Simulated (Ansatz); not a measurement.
Species: H$_{3}$Si, SMILES `[SiH3]` (charge 0, multiplicity 2), formula H3Si.

### Question
How many basis functions does frozen-core CCSD(T)/cc-pVTZ // r2SCAN-D4/def2-TZVP (Ansatz, an electronic-structure program) use, how many core orbitals are frozen, and how many electrons are correlated?

### Answer
76 basis functions and 5 frozen orbitals, which leaves 7 correlated electrons. Core time is of the order of seconds.
